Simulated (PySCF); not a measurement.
# How the method moves the HOMO and LUMO of cyclopentene

Cyclopentene, C₅H₈.
Z-matrix (Å and degrees, PBE0-D3(BJ)/def2-SVP geometry), rows numbered from 1:
```
C 
C   1  1.3366
C   2  1.5038  1  111.81
C   3  1.5403  2  103.06  1   -13.16
C   1  1.5038  2  111.82  3    -0.01
H   1  1.0931  2  124.93  3  -177.33
H   2  1.0931  1  124.94  3   177.33
H   3  1.1025  2  113.08  1  -135.04
H   3  1.1065  2  110.18  1   106.59
H   4  1.1015  3  109.09  2   -96.66
H   4  1.0998  3  112.99  2   144.50
H   5  1.1065  1  110.18  2  -106.56
H   5  1.1024  1  113.08  2   135.06
```

Basis pcSseg-2 throughout (PySCF), one geometry. The structure is a single PBE0-D3(BJ)/def2-SVP conformer in the gas phase; no vibrational or solvent corrections.

How do the orbital energies, the gap and the dipole change with the method?

```csv
method,kind,HOMO (eV),LUMO (eV),gap (eV),μ (D),SCF cycles
BLYP,GGA,-5.58,-0.38,5.21,0.24,14
B97-D,GGA,-5.66,-0.40,5.27,0.25,14
OPBE,GGA,-5.68,-0.39,5.29,0.26,15
PBE,GGA,-5.71,-0.50,5.21,0.26,15
KT2,GGA,-5.73,-0.47,5.26,0.25,13
KT3,GGA,-5.75,-0.45,5.30,0.24,13
BP86,GGA,-5.80,-0.58,5.23,0.26,14
LDA,LDA,-5.82,-0.70,5.12,0.29,14
B97-2,global hybrid,-6.57,0.49,7.06,0.25,12
B3LYP,global hybrid,-6.62,0.29,6.91,0.24,13
PBE0,global hybrid,-6.81,0.54,7.35,0.25,12
mPW1PW91,global hybrid,-6.83,0.53,7.36,0.25,12
BHandHLYP,global hybrid,-7.78,1.16,8.94,0.23,10
CAM-B3LYP,range-separated hybrid,-8.13,1.33,9.46,0.24,12
wB97X-D,range-separated hybrid,-8.64,2.36,10.99,0.26,11
HF,Hartree–Fock,-9.21,2.72,11.93,0.23,9
LC-wPBE,range-separated hybrid,-9.48,2.45,11.93,0.25,11
```

The HOMO spans 3.90 eV, from BLYP down to LC-wPBE, and the gap runs from 5.12 eV (LDA) to 11.93 eV (LC-wPBE). Over the methods BLYP (0 %), B97-D (0 %), OPBE (0 %), PBE (0 %), KT2 (0 %), KT3 (0 %), BP86 (0 %), LDA (0 %), B97-2 (21 %), B3LYP (20 %), PBE0 (25 %), mPW1PW91 (25 %), BHandHLYP (50 %), HF (100 %), a straight line through the gap against the share of exact exchange rises by 0.69 eV for each 10 % (correlation coefficient 0.995). The dipole ranges from 0.23 D (HF) to 0.29 D (LDA). This basis has no diffuse functions.

Reference dipole: 0.19 D (measured, gas; NIST CCCBDB Release 22 (SRD 101), experimental dipoles); nearest here: HF (0.23 D) and BHandHLYP (0.23 D).
